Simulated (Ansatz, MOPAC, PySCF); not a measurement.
Species: CHO$_{2}$, charge 0, multiplicity 2. SMILES: O=[C]O
Geometry from a B3LYP-D3(BJ)/def2-TZVP (Ansatz, an electronic-structure program) optimisation:
```xyz
4

O     -1.0465    -0.3887    -0.0006
C     -0.0138     0.4391     0.0046
O      1.1479     0.2237    -0.0014
H     -0.7282    -1.3146    -0.0112
```
Charge 0, spin multiplicity 2.

Unscaled harmonic wavenumbers (cm⁻¹) in rising order, each level at the stationary point that it reaches from this structure (no distance between atoms moves by over 0.3 Å); the order of modes can differ between levels, and a negative number is imaginary. B3LYP-D3(BJ)/def2-TZVP (PySCF, at the structure above): 594, 599, 1071, 1294, 1865, 3552.

PM3 (MOPAC): 335, 497, 1163, 1365, 2090, 3781. Zero-point energy 13.2 against 12.8 kcal/mol; where all levels lie over 400 cm⁻¹, the wavenumbers are on average 1.031 times those of B3LYP-D3(BJ)/def2-TZVP.

PM7 (MOPAC): 335, 452, 1013, 1252, 1979, 2715. Zero-point energy 11.1 against 12.8 kcal/mol; where all levels lie over 400 cm⁻¹, the wavenumbers are on average 0.899 times those of B3LYP-D3(BJ)/def2-TZVP.

B3LYP/6-31G* (Ansatz): 593, 614, 1091, 1311, 1880, 3512. Zero-point energy 12.9 against 12.8 kcal/mol; where all levels lie over 400 cm⁻¹, the wavenumbers are on average 1.011 times those of B3LYP-D3(BJ)/def2-TZVP.
